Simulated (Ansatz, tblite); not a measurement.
Elastic constant C11 (GPa) of solids drawn from the class of tetrahedrally bonded semiconductors and semimetals, at two levels: GFN2-xTB tight binding with its D4 term, in tblite, supercell at the zone centre, Fermi filling at 1000 K (free energies), no spin polarisation (tblite), and PBE (Ansatz, a first-principles code, plane waves, PAW).

```
solid                               GFN2-xTB   PBE  shift (%)
----------------------------------  --------  ----  ---------
cubic BN                                 700   779      +11.3
zinc-blende CdSe                        28.1  56.5       +101
zinc-blende CdTe                        39.0  46.1      +18.2
zinc-blende GaN (metastable phase)       192   254        +32
zinc-blende GaP                         65.7   125        +90
zinc-blende CuCl                        60.7  57.1       -5.9
```

The shifts run from -5.9 % to +101 %, with a median of +25 %.

Over all 6 rows PBE is the larger in 5.

Ansatz's runs of these crystals have no spin polarisation.

Spin–orbit coupling is left out, also for the solids with elements from indium on (zinc-blende CdTe); its size isn't shown.

Each level is taken at its own relaxed cell. Caveats: the method was fitted mainly to molecules (GFN2-xTB: cubic BN, zinc-blende CdSe, zinc-blende CdTe, zinc-blende GaN, zinc-blende GaP, zinc-blende CuCl); the run uses a supercell at the zone centre in place of a k mesh (GFN2-xTB: cubic BN, zinc-blende CdSe, zinc-blende CdTe, zinc-blende GaN, zinc-blende GaP, zinc-blende CuCl). Ansatz's density-functional and Hartree–Fock values are scalar-relativistic unless marked +SOC, with PAW data made under PBE.
